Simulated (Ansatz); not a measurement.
Ideal-gas functions of `F[CH]F` radical at 500 K and 1 bar, from an Ansatz frequency run at PBE0-D4/def2-TZVP.

Molar mass 51.02 g/mol, point group Cs (symmetry number 1), electronic degeneracy 2, moments of inertia 7.447, 45.568, 52.221 u Å². Harmonic wavenumbers (cm⁻¹, unscaled): 557, 1003, 1203, 1217, 1346, 3131.

Use S(trans) = R[1.5 ln M + 2.5 ln T − 1.1517]; rotational temperatures θ = 24.2544 K / I; S(rot) = R[ln(√π/σ · √(T³/θAθBθC)) + 1.5]; for each mode x = 1.438777 ν̃/T, S = R[x/(eˣ − 1) − ln(1 − e⁻ˣ)] and H = RT x/(eˣ − 1); 1 cm⁻¹ = 0.0119627 kJ/mol; R = 8.31446 J/(mol·K).

By hand: the entropy, in J/(mol·K).

Translation 168.6. Rotation: θ = 3.2569, 0.5323, 0.4645 K, giving 95.6. Vibration, mode by mode: 5.23, 1.90, 1.20, 1.16, 0.86, 0.01, in all 10.3. Electronic 5.8. Sum 280.3 J/(mol·K).

By hand: H − E and G − E in kJ/mol, counted from the electronic energy.

Zero-point energy ½ × 8457 × 0.0119627 = 50.6; thermal vibration 3.7; translation, rotation and pV give 4 RT = 16.6. H − E = 70.9 kJ/mol, and G − E = 70.9 − 500 × 280.3/1000 = -69.2 kJ/mol.

Vibration gives 4 % of the entropy.
